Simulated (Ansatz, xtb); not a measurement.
## BH4NSi: 4 structures ranked

4 gas-phase structures of BH4NSi, found in a search over its isomers (lower ones may exist). Each was relaxed with GFN2-xTB:

A. `[BH3-][Si+]=N`, a singlet
B. `BN[SiH]`, a singlet
C. `B1N[SiH2]1`, a singlet
D. a singlet given by its coordinates

D (Å):

```xyz
7

B    -0.3001    2.4658   -3.2087
N     0.8114    1.6622   -3.1053
Si    2.1077    0.7286   -2.9792
H    -1.1740    2.1603   -3.9364
H    -0.3657    3.4532   -2.5704
H     2.2206   -0.3548   -2.0121
H     3.2830    0.8889   -3.8251
```

Close contacts (Å): B1–N2 1.38, N2–Si3 1.60, B1–H4 1.18, B1–H5 1.18, Si3–H6 1.46, Si3–H7 1.46.

Make a reasoned guess at their ranking by r2SCAN-D4/def2-SVP single-point energy.

Calculated order at r2SCAN-D4/def2-SVP: C (0.0), B (2.3), D (4.9), A (32.8) kcal/mol. CCSD(T)/def2-TZVPP after further relaxation puts B lowest instead.

Energies above the lowest of each column, in kcal/mol; the last columns are at r2SCAN-D4/def2-TZVP geometries and were run for some of them only (a dash: not run or not comparable):

```tsv
structure	GFN2-xTB	HF/STO-3G	r2SCAN-D4/def2-SVP	r2SCAN-D4/def2-TZVP	CCSD(T)/def2-TZVPP
C	27.2	21.7	0.0	0.0	3.8
B	21.1	0.0	2.3	2.8	0.0
D	0.0	34.2	4.9	4.6	8.5
A	19.7	76.8	32.8	–	–
```

CCSD(T)/def2-TZVPP puts B lowest of those it was run on; GFN2-xTB picks D, r2SCAN-D4/def2-SVP picks C, r2SCAN-D4/def2-TZVP picks C. CCSD(T)/def2-TZVPP orders those it was run on as B (0.0), C (3.8), D (8.5) kcal/mol. Some further structures that were screened fall inside this span and aren't listed. Flexible structures stand in one conformer each, not always the lowest. Frequencies (r2SCAN-D4/def2-TZVP) were run for B, C, D alone.

Over these structures GFN2-xTB departs from r2SCAN-D4/def2-SVP by 16.0 kcal/mol on average once a common shift is removed. A GFN2-xTB relaxation took about 0.087 s and the r2SCAN-D4/def2-SVP energy about 0.96 s on a shared host (Ansatz 0.2.0, xtb 6.7.1).
